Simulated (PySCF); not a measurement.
Isomers of C3H5ClO, one conformer each; single-point electronic energies without zero-point terms and without any empirical dispersion term.

Computed with PySCF at wB97X-D/pcSseg-2, non-relativistic, each on one gas-phase PBE0-D3(BJ)/def2-TZVP geometry that isn't relaxed in the solvent. The solvent is an IEF-PCM continuum (cavity from Bondi-type radii × 1.2). Only the electrostatic response of the medium enters.

```tsv
isomer	relative energy, gas (kcal/mol)	dipole (D)
`C(CC)(=O)Cl` (propionyl chloride)	0.0	2.99
`[C@@H]1(OC1)CCl` (alpha-epichlorohydrin)	35.6	0.57
```

How do the relative energies look in chloroform (ε = 4.711)?

```
                                   isomer  relative energy, solvent (kcal/mol)  E(solvent) − E(gas) (kcal/mol)  dipole in solvent (D)
       `C(CC)(=O)Cl` (propionyl chloride)                                  0.0                            -3.1                   3.55
`[C@@H]1(OC1)CCl` (alpha-epichlorohydrin)                                 35.1                            -3.6                   0.66
```

The order is unchanged. Conformers: `[CH3:1][CH2:2][C:3](=[O:4])[Cl:5]` with C1–C2–C3–O4 -2°; `[Cl:1][CH2:2][C@@H:3]1[CH2:4][O:5]1` with Cl1–C2–C3–C4 -95°. `[C@@H]1(OC1)CCl` (alpha-epichlorohydrin) gains most from the continuum, while `C(CC)(=O)Cl` (propionyl chloride) has the largest gas-phase dipole. The gains span 0.5 kcal/mol, the gas-phase energies 35.6 kcal/mol.
